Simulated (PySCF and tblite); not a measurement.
Values are calculated unless marked as measured or tabulated.
ethynylalumane, C2H3Al, numbered as in [CH:1]#[C:2][AlH2:3].

GFN2-xTB molecular dynamics (tblite; Langevin, friction 0.005 fs⁻¹, 1.5 fs steps, hydrogen mass 4 u): 400 + 8000 steps at each temperature, started from the lowest conformer, nuclei classical.

GIAO shieldings at PBE0/pcSseg-1 (PySCF) on 20 frames a temperature; like atoms are averaged, and of two unlike H on one atom a is the less shielded at the minimum.

**Question.** How far do thermal motions move the shieldings from their values at the minimum?

**Answer.** 
| signal | σ at minimum (ppm) | Δσ, 150 K | Δσ, 300 K | Δσ, 600 K |
| --- | --- | --- | --- | --- |
| C1 | 75.3 | -1.1 ± 0.7 | -3.3 ± 1.1 | -7.4 ± 1.7 |
| C2 | 88.3 | -1.4 ± 0.4 | -3.2 ± 0.5 | -7.2 ± 1.5 |
| Al3 | 325.3 | 0.6 ± 0.9 | 1.2 ± 2.0 | 2.3 ± 1.6 |
| H1 | 29.39 | -0.02 ± 0.12 | -0.08 ± 0.14 | -0.44 ± 0.31 |
| H3 | 26.66 | -0.12 ± 0.06 | -0.24 ± 0.09 | -0.38 ± 0.13 |

Errors are standard errors over frames. Zero-point motion is missing, and a reference compound would move too.

**Question.** What do the single frames at 600 K give for H1?

**Answer.** 
| t (fs) | V above the minimum, tight binding (kcal/mol) | E above it, DFT (kcal/mol) | torsions (°) | σ (ppm) |
| --- | --- | --- | --- | --- |
| 900 | 6.9 | 11.3 | none | 30.23 |
| 1500 | 7.9 | 8.7 | none | 32.10 |
| 2100 | 5.3 | 5.6 | none | 29.02 |
| 2700 | 3.5 | 3.9 | none | 27.46 |
| 3300 | 11.0 | 13.6 | none | 30.71 |
| 3900 | 11.7 | 7.7 | none | 27.75 |
| 4500 | 6.6 | 8.9 | none | 27.82 |
| 5100 | 8.4 | 7.7 | none | 28.87 |
| 5700 | 5.6 | 8.3 | none | 30.17 |
| 6300 | 2.1 | 3.7 | none | 30.55 |
| 6900 | 6.2 | 7.6 | none | 26.46 |
| 7500 | 7.4 | 11.8 | none | 28.99 |
| 8100 | 9.4 | 12.9 | none | 29.60 |
| 8700 | 3.3 | 2.6 | none | 29.57 |
| 9300 | 6.6 | 5.2 | none | 28.11 |
| 9900 | 9.0 | 13.8 | none | 28.16 |
| 10500 | 8.8 | 10.8 | none | 28.27 |
| 11100 | 3.8 | 6.4 | none | 28.90 |
| 11700 | 3.7 | 3.3 | none | 28.98 |
| 12300 | 7.3 | 6.9 | none | 27.21 |

Changes within two standard errors are not significant.

The study took 3 min on 1 thread of Arm Neoverse V1, on a host shared with other jobs (rough), peak memory 0.34 GiB, launched as `OMP_NUM_THREADS=1 python ens_run.py task.json out`.
